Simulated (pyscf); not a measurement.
Thermochemistry of product channels of Cl–Sn:–Cl [singlet] + CH₃• on the doublet surface, in kcal/mol, from ωB97M-D3(BJ)/def2-TZVP energies (ideal gas, 1 atm, RRHO with modes under 100 cm⁻¹ raised to 100, one conformer, R ln 2 for chiral ones without a mode under 150 cm⁻¹). Optimised with ωB97X-D3(BJ)/def2-SVP in PySCF.

| products | ΔE | ΔH(298 K) | ΔG(298 K) | ΔG(900 K) |
|---|---|---|---|---|
| H₃C–Sn•(Cl)–Cl | (withheld) | -21.8 | -12.3 | +6.4 |
| H₂C=Sn(Cl)–Cl + H• | (withheld) | +74.8 | +77.4 | +81.0 |

Q: Complete the blanks.

A: 
- H₃C–Sn•(Cl)–Cl, ΔE: -24.9
- H₂C=Sn(Cl)–Cl + H•, ΔE: +78.1

The channel to H₃C–Sn•(Cl)–Cl turns unfavourable between 298 and 1200 K (ΔG from -12.3 kcal/mol to +15.3 kcal/mol).

These are energies of the channels, which say nothing of barriers. Elements past Kr carry the def2 core potentials, without spin-orbit coupling.
